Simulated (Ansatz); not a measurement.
One change: `N[SiH3]` becomes `[SiH3]NP`.

Ansatz, PBE0-D4/def2-TZVP geometries, multiplicity 1. Each molecule was computed in one conformer, which needn't be the lowest.

```csv
property,`N[SiH3]`
size of the dipole moment (PBE/def2-TZVPP) / D,1.36
HOMO–LUMO gap (B3LYP/def2-TZVPP) / eV,7.25
LUMO energy (B3LYP/def2-TZVPP) / eV,0.05
HOMO–LUMO gap (PBE0/def2-TZVPP) / eV,7.76
HOMO energy (PBE/def2-TZVPP) / eV,-6.00
size of the dipole moment (ωB97M-V/def2-TZVPP) / D,1.35
```

Q: What does the change do to each property? (An estimate is asked.)

A: The calculation gave: 
| property | `[SiH3]NP` | shift |
| --- | --- | --- |
| size of the dipole moment (PBE/def2-TZVPP) / D | 0.72 | -0.64 |
| HOMO–LUMO gap (B3LYP/def2-TZVPP) / eV | 6.75 | -0.50 |
| LUMO energy (B3LYP/def2-TZVPP) / eV | -0.42 | -0.47 |
| HOMO–LUMO gap (PBE0/def2-TZVPP) / eV | 7.16 | -0.60 |
| HOMO energy (PBE/def2-TZVPP) / eV | -6.21 | -0.21 |
| size of the dipole moment (ωB97M-V/def2-TZVPP) / D | 0.70 | -0.65 |

With PBE0 the HOMO rises by 0.05 eV and the LUMO falls by 0.54 eV, so the gap narrows by about 0.59 eV. PBE moves the HOMO by -0.21 eV and ωB97M-V by 0.21 eV. The zero-point energy changes by 23.1 kJ/mol with +6 modes. Dipoles are sizes alone; their direction can turn.

B3LYP here is the variant with VWN-RPA as its local correlation; programs differ in this.
